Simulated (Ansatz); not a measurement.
# Fluorite SrCl₂

Computed with B3LYP (VWN-RPA form) (plane waves, PAW; Ansatz, a quantum-chemistry and plane-wave program).

Numerical settings: plane-wave cutoff 460 eV, 6×6×6 k mesh, Fermi–Dirac smearing 0.01 eV, scalar-relativistic PAW data made under PBE.

Cell (relaxed at this level):

```xyz
3
Lattice="0.0000 3.5463 3.5463 3.5463 0.0000 3.5463 3.5463 3.5463 0.0000" Properties=species:S:1:pos:R:3 pbc="T T T"
Sr     0.0000     0.0000     0.0000
Cl     1.7732     1.7732     1.7732
Cl     5.3195     5.3195     5.3195
```

For fluorite SrCl₂, the bulk modulus is 33.5 GPa. The band gap comes out as 6.74 eV (on the SCF k mesh) and the smallest direct gap on the k points sampled is 7.08 eV. The pressure derivative B′ of the bulk modulus is 4.5.

Measured, for comparison: bulk modulus 34.3 GPa (temperature not stated, not corrected to a static lattice, from elastic constants; as tabulated in Kanchana et al., Calculated structural, elastic and electronic properties of …). Computed (rounded) less measured: bulk modulus -2 % (against room or unstated temperature, where such soft solids are markedly softer).

Spin–orbit coupling is not included.

It cost around 5 core-minutes (rough) of CPU time.
